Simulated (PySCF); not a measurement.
Excitations are Tamm–Dancoff values on a coarser integration grid. The basis has no diffuse functions, so Rydberg states are missing or too high.

## F4Si, SMILES `F[Si](F)(F)F` (charge 0, multiplicity 1)

The numbers are results of PBE-D3(BJ)/def2-TZVP // PBE0-D3(BJ)/def2-TZVP (PySCF 2.14.0), not measurements.

```
Property                                                      Result
-------------------------------------------  -----------------------
HOMO                                                       -10.59 eV
dipole moment                                                 0.00 D
HOMO–LUMO gap                                               10.06 eV
LUMO                                                        -0.53 eV
S1 excitation (TDA)                                         10.17 eV
S1 oscillator strength                                         0.000
brightest of the four lowest singlets (TDA)                 11.32 eV
vertical ionisation energy (Delta-SCF)                      14.39 eV
total energy                                            -688.8108 Ha
cost                                         roughly 70 core-seconds
```

```xyz
5

F      1.4558    -0.2285     0.5172
Si     0.0000     0.0000     0.0000
F     -0.0653     1.3429    -0.7947
F     -0.9797     0.0656     1.2145
F     -0.4108    -1.1800    -0.9370
```
Charge 0, spin multiplicity 1.
